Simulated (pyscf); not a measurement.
# Four-centre exchange: HO–In(OH)–OH + H₂O -> H₂O + HO–In(OH)–OH

Gas phase, singlet surface, charge 0. Bonds broken: O1–In2, O8–H9. Bonds formed: O1–H9, In2–O8. Single points on ωB97X-D3(BJ)/def2-SVP structures (PySCF, gas phase).

Transition state (Å):

```xyz
10

O      0.2859     0.0770     1.6140
In    -0.8873    -0.1402    -0.1935
O     -0.4703    -1.8734    -1.0663
O     -2.6613     0.7656    -0.1450
H      0.8486    -0.6639     1.8717
H     -1.2364    -2.2516    -1.5136
H     -2.8561     1.1213     0.7304
O      0.7701     1.2311    -0.3519
H      0.8112     0.8133     0.8019
H      0.6020     2.1765    -0.4414
```

One imaginary mode, 895i cm⁻¹; descent along it reached the two sides named, in the forms told below.

| bond | change | reactant side (Å) | saddle | product side |
|---|---|---|---|---|
| O1–In2 | breaks | 2.033 | 2.166 | 2.319 |
| O8–H9 | breaks | 0.987 | 1.228 | 1.877 |
| O1–H9 | forms | 1.904 | 1.216 | 0.988 |
| In2–O8 | forms | 2.320 | 2.157 | 2.037 |

Electronic energies relative to the separated reactants (kJ/mol):

```tsv
level	barrier	reaction energy	reverse barrier
ωB97X-D3(BJ)/def2-TZVP	-54.6	0.0	-54.6
PBE/def2-TZVP	-50.7	0.0	-50.7
r²SCAN/def2-TZVP	-60.4	0.0	-60.4
B3LYP-D3(BJ)/def2-TZVP	-47.9	0.0	-47.9
PBE0-D3(BJ)/def2-TZVP	-55.1	0.0	-55.1
M06-2X/def2-TZVP	-64.8	0.0	-64.8
ωB97M-D3(BJ)/def2-TZVP	-48.4	0.0	-48.4
HF/def2-TZVP	-11.3	0.0	-11.3
```

With ωB97M-D3(BJ)/def2-TZVP energies and thermal terms (ideal gas, 1 atm, RRHO with modes under 100 cm⁻¹ raised to 100, one conformer, R ln 2 for chiral ones without a mode under 150 cm⁻¹), in kJ/mol:

```tsv
T (K)	ΔH‡	ΔG‡	ΔH	ΔG
298	-53.5	-6.8	0.0	0.0
600	-53.2	40.6	0.0	0.0
900	-50.6	87.0	0.0	0.0
1200	-47.4	132.4	0.0	0.0
```

On the reactant side the descent ends in an adduct with a In–O contact, 83.5 kJ/mol under the separated species and 28.8 kJ/mol under the saddle at ωB97X-D3(BJ)/def2-TZVP. On the product side the descent ends in an adduct with a In–O contact, 84.8 kJ/mol under the separated species and 30.2 kJ/mol under the saddle at ωB97X-D3(BJ)/def2-TZVP. At ωB97X-D3(BJ), PBE, r²SCAN, B3LYP-D3(BJ), PBE0-D3(BJ), M06-2X, ωB97M-D3(BJ), HF the saddle lies under the separated reactants, which points to a path from their complex (located at ωB97X-D3(BJ) alone). At ωB97X-D3(BJ), PBE, r²SCAN, B3LYP-D3(BJ), PBE0-D3(BJ), M06-2X, ωB97M-D3(BJ), HF the saddle lies under the separated products, which points to a path from their complex (located at ωB97X-D3(BJ) alone). What is counted as formed (In–O) is already present as a longer contact in the reactant adduct; forming that adduct is a step of its own. What is counted as broken (In–O) persists as a longer contact in the product adduct; parting that adduct is a step of its own. This is the saddle that the search found; another between the same sides may lie lower. Elements past Kr carry the def2 core potentials, without spin-orbit coupling.
